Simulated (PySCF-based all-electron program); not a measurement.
Forces on AlH₃, singlet in several shapes

All-electron Kohn–Sham DFT on the free molecule, computed near the basis limit with an in-house program on PySCF integrals; the spin-free Dirac equation, no spin–orbit coupling, spin-restricted. Forces are good to about 0.005 eV/Å. Atoms are numbered as listed.

Shape A:

```xyz
4

Al    0.0000    0.0000    0.0000
H     1.5800    0.0000    0.0000
H    -0.7900    1.3683    0.0000
H    -0.7900   -1.3683    0.0000
```

r2SCAN forces:

| atom | Fx | Fy | Fz (eV/Å) |
| --- | --- | --- | --- |
| Al1 | 0.000 | 0.000 | 0.000 |
| H2 | 0.020 | 0.000 | 0.000 |
| H3 | -0.010 | 0.017 | 0.000 |
| H4 | -0.010 | -0.017 | 0.000 |

Shape B:

```xyz
4

Al    0.0000    0.0000    0.0000
H     1.7380    0.0000    0.0000
H    -0.7900    1.3683    0.0000
H    -0.7900   -1.3683    0.0000
```

Against shape A, Al1–H2 goes from 1.580 to 1.738 Å.

PBE forces:

```json
{"atom": "Al1", "Fx": "1.477", "Fy": "0.000", "Fz (eV/Å)": "0.000"}
{"atom": "H2", "Fx": "-1.384", "Fy": "0.000", "Fz (eV/Å)": "0.000"}
{"atom": "H3", "Fx": "-0.046", "Fy": "0.137", "Fz (eV/Å)": "0.000"}
{"atom": "H4", "Fx": "-0.046", "Fy": "-0.137", "Fz (eV/Å)": "0.000"}
```

Problem. What forces does r2SCAN give in shape B?

Solution. The forces move by 0.135 eV/Å (r.m.s. over the atoms) from PBE.

```csv
atom,Fx,Fy,Fz (eV/Å)
Al1,1.489,0.000,0.000
H2,-1.549,0.000,0.000
H3,0.030,0.007,0.000
H4,0.030,-0.007,0.000
```

Shape C:

```xyz
4

Al    0.0000    0.0000    0.0000
H     1.2640    0.0000    0.0000
H    -0.7900    1.3683    0.0000
H    -0.7900   -1.3683    0.0000
```

Against shape A, Al1–H2 goes from 1.580 to 1.264 Å.

PBE forces:

| atom | Fx | Fy | Fz (eV/Å) |
| --- | --- | --- | --- |
| Al1 | -8.169 | 0.000 | 0.000 |
| H2 | 8.494 | 0.000 | 0.000 |
| H3 | -0.163 | 0.173 | 0.000 |
| H4 | -0.163 | -0.173 | 0.000 |

Problem. What forces does r2SCAN give in shape C?

Solution. The forces move by 0.111 eV/Å (r.m.s. over the atoms) from PBE.

```
atom      Fx      Fy  Fz (eV/Å)
 Al1  -8.261   0.000      0.000
  H2   8.450   0.000      0.000
  H3  -0.095   0.052      0.000
  H4  -0.095  -0.052      0.000
```
